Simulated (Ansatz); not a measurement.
# quartet AlC: levels of theory in one basis

```xyz
2

Al    0.0000    0.0000   -1.0638
C     0.0000    0.0000    1.0638
```

Basis set: def2-SVP (spherical functions). Frozen core: 6 orbitals. Correlation on ROHF uses semicanonical orbitals with singles. Charge 0, multiplicity 4.

Computed with Ansatz (development build ahead of 0.2.0); each method stands on the lowest determinant of its kind that the runs found.

```json
{"method": "ROHF", "E − E(ROHF) (eV)": "0.00", "<S²> of the determinant": "3.75"}
{"method": "UHF", "E − E(ROHF) (eV)": "-0.05", "<S²> of the determinant": "3.76"}
{"method": "ROHF-MP2", "E − E(ROHF) (eV)": "-2.75", "<S²> of the determinant": "–"}
{"method": "UHF-MP2", "E − E(ROHF) (eV)": "-2.76", "<S²> of the determinant": "3.76"}
{"method": "ROHF-CCSD(T)", "E − E(ROHF) (eV)": "-3.70", "<S²> of the determinant": "–"}
{"method": "UHF-CCSD(T)", "E − E(ROHF) (eV)": "-3.70", "<S²> of the determinant": "3.76"}
```
